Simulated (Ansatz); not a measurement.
Relaxation of C₂H₄ClF (8 atoms, charge 0, multiplicity 1), to a largest force component of 0.03 eV/Å in at most 50 steps.

Theory: RHF/def2-SVP in Ansatz 0.2.0.

```xyz
8
Properties=species:S:1:pos:R:3
F -1.539 -0.632 1.435
C 0.584 -0.423 -0.132
Cl 0.323 -1.740 -1.223
H 0.898 -0.740 0.850
C 0.417 0.839 -0.475
H 0.613 1.620 0.249
H 0.105 1.128 -1.469
H -1.401 -0.052 0.765
```

Q: Where does it end, and by what steps?

A: The forces met the threshold. The force dipped under the threshold on the way, but the program's further checks kept it going. After 24 steps the energy has fallen by 0.155 eV; Cl3 moved furthest, 0.85 Å.

| step | energy less start (eV) | largest force component (eV/Å) | accepted |
| --- | --- | --- | --- |
| 0 | 0.0000 | 0.690 | yes |
| 1 | -0.0773 | 0.650 | yes |
| 2 | -0.1066 | 1.385 | yes |
| 3 | -0.0568 | 2.655 | no |
| 4 | -0.1327 | 0.602 | yes |
| 5 | -0.1382 | 0.289 | yes |
| 6 | -0.1380 | 0.147 | no |
| 7 | -0.1403 | 0.314 | yes |
| 8 | -0.1429 | 0.158 | yes |
| 9 | -0.1439 | 0.033 | yes |
| 10 | -0.1385 | 0.830 | no |
| 11 | -0.1451 | 0.051 | yes |
| 12 | -0.1467 | 0.206 | yes |
| 13 | -0.1401 | 0.944 | no |
| 14 | -0.1489 | 0.020 | yes |
| 15 | -0.1498 | 0.237 | yes |
| 16 | -0.1494 | 0.553 | no |
| 17 | -0.1516 | 0.041 | yes |
| 18 | -0.1525 | 0.107 | yes |
| 19 | -0.1525 | 0.406 | yes |
| 20 | -0.1543 | 0.090 | yes |
| 21 | -0.1534 | 0.073 | no |
| 22 | -0.1548 | 0.088 | yes |
| 23 | -0.1552 | 0.057 | yes |
| 24 | -0.1554 | 0.029 | yes |

```xyz
8
Properties=species:S:1:pos:R:3
F -1.565 -0.043 1.976
C 0.666 -0.520 -0.333
Cl 1.081 -1.630 -1.599
H 0.668 -0.969 0.651
C 0.378 0.748 -0.547
H 0.133 1.386 0.293
H 0.387 1.181 -1.540
H -1.747 -0.153 1.099
```

Whether the end is a true minimum wasn't checked by a vibrational analysis.

Time of the run: 59 s on 1 thread of Arm Neoverse N1 (shared host), peak memory 0.14 GiB.
